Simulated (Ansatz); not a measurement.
Chalcopyrite ZnSiP2 was calculated with PBEsol (PAW; Ansatz, an electronic-structure program).

Run with plane-wave cutoff 520 eV, 10×10×10 k mesh, Fermi–Dirac smearing 0.01 eV, scalar-relativistic PAW data made under PBE.

Starting structure:

```
CELL_PARAMETERS angstrom
     -2.70000     2.70000     5.22000
      2.70000    -2.70000     5.22000
      2.70000     2.70000    -5.22000
ATOMIC_POSITIONS crystal
  Zn 0.00000 0.00000 0.00000
  Zn 0.75000 0.25000 0.50000
  Si 0.50000 0.50000 0.00000
  Si 0.25000 0.75000 0.50000
  P  0.87500 0.85600 0.48100
  P  0.14400 0.62500 0.01900
  P  0.37500 0.39400 0.51900
  P  0.60600 0.12500 0.98100
```

Problem. Into what structure does the relaxation of cell and atoms lead at this level, with the symmetry of the start kept?

Solution. The volume drops by 1.7 %; final space group I-42d.
```
CELL_PARAMETERS angstrom
     -2.67638     2.67638     5.22310
      2.67638    -2.67638     5.22310
      2.67638     2.67638    -5.22310
ATOMIC_POSITIONS crystal
  Zn 0.00000 0.00000 0.00000
  Zn 0.75000 0.25000 0.50000
  Si 0.50000 0.50000 0.00000
  Si 0.25000 0.75000 0.50000
  P  0.87500 0.86047 0.48547
  P  0.13953 0.62500 0.01453
  P  0.37500 0.38953 0.51453
  P  0.61047 0.12500 0.98547
```
